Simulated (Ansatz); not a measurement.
# CH2LiO: the cost of one run

Program: Ansatz 0.2.0. Level of theory: UKS PBE0-D4/def2-SVP. These are calculated values, not measurements.

## Step 1: The system as given

Bond lengths: Li1–O2 1.614 Å, O2–C3 1.310 Å, C3–H4 1.083 Å, C3–H5 1.084 Å. Angles: Li1–O2–C3 161.8°, O2–C3–H4 119.3°, O2–C3–H5 119.4°, H4–C3–H5 118.8°.

As a file:

```xyz
5

Li   -2.2421    0.1362   -0.1525
O    -0.6367    0.0622   -0.3074
C     0.6374   -0.0332   -0.0202
H     1.0673   -1.0101    0.1607
H     1.1741    0.8449    0.3194
```

## Step 2: End point A

The input, input.yaml:

```yaml
crystal:
  periodic: [false, false, false]
  atoms:
    - { symbol: Li, position_ang: [-2.24207, 0.1362, -0.15249] }
    - { symbol: O, position_ang: [-0.63674, 0.06219, -0.30736] }
    - { symbol: C, position_ang: [0.63744, -0.03319, -0.02022] }
    - { symbol: H, position_ang: [1.06732, -1.01011, 0.16066] }
    - { symbol: H, position_ang: [1.17405, 0.84491, 0.31942] }
magnetization:
  spin_polarized: true
  initial_magnetization: 1
basis:
  gaussian: { orbitals: def2-SVP }
hamiltonian:
  xc: pbe0
  dispersion: d4
relax:
  f_tol: 0.02
  max_steps: 50
```

Launch:

```sh
$ ansatz run input.yaml --threads 1 --pin off --max-ram 2048MiB --backend cpu --events-out ev --progress --plain --runs-dir out
```

Q: Estimate wall time and peak memory on 1 thread of an Arm CPU, shared host.

About 20 s, with a peak of 0.14 GiB.
